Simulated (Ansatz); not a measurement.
Geometry optimisation, Ansatz, RKS LDA/6-31G*.

input.yaml

```yaml
crystal:
  periodic: [false, false, false]
  atoms:
    - { symbol: Al, position_ang: [0.034171, -0.445141, -0.439487] }
    - { symbol: F, position_ang: [0.297787, -0.006603, 2.385634] }
    - { symbol: H, position_ang: [1.357543, 0.281488, -0.979283] }
    - { symbol: H, position_ang: [-1.412768, 0.223282, -0.644677] }
    - { symbol: Si, position_ang: [0.126783, -2.561072, 0.57742] }
    - { symbol: H, position_ang: [-0.56912, -3.702217, -0.118832] }
    - { symbol: H, position_ang: [1.504485, -3.032443, 0.955563] }
    - { symbol: H, position_ang: [-0.6134, -2.466807, 1.912309] }
    - { symbol: H, position_ang: [-0.173683, -0.807187, 2.551553] }
basis:
  gaussian: { orbitals: "6-31G*" }
hamiltonian:
  xc: lda
relax:
  f_tol: 0.03
  max_steps: 50
```

Run as:

```bash
$ ansatz run input.yaml --threads 1 --pin off --max-ram 2048MiB --backend cpu --events-out ev --progress --plain --runs-dir out
```

Question: Where does it end, and by what steps?

Answer: The run converged. After 15 steps the energy has fallen by 0.696 eV; F2 moved furthest, 0.80 Å. Joined: Al1–F2 (2.87 → 1.94 Å).

```csv
step,energy less start (eV),largest force component (eV/Å),accepted
0,0.0000,0.891,yes
1,-0.1931,0.462,yes
2,-0.3967,0.622,yes
3,-0.5565,0.413,yes
4,-0.5883,0.506,yes
5,-0.6336,0.479,yes
6,-0.6583,0.311,yes
7,-0.6686,0.193,yes
8,-0.6681,0.213,no
9,-0.6838,0.051,yes
10,-0.6919,0.037,yes
11,-0.6923,0.331,yes
12,-0.6945,0.206,yes
13,-0.6960,0.049,yes
14,-0.6941,0.148,no
15,-0.6961,0.029,yes
```

```xyz
9
Properties=species:S:1:pos:R:3
Al 0.056 -0.245 -0.117
F -0.225 -0.004 1.784
H 1.450 0.489 -0.403
H -1.334 0.200 -0.776
Si 0.205 -2.617 0.568
H -0.886 -3.625 0.332
H 1.500 -3.373 0.680
H -0.048 -2.342 2.100
H -0.164 -0.999 2.031
```

Whether the end is a true minimum wasn't checked by a vibrational analysis.

The run took 22 s on 1 thread of Arm Neoverse V2, on a shared host, peak memory 0.12 GiB.
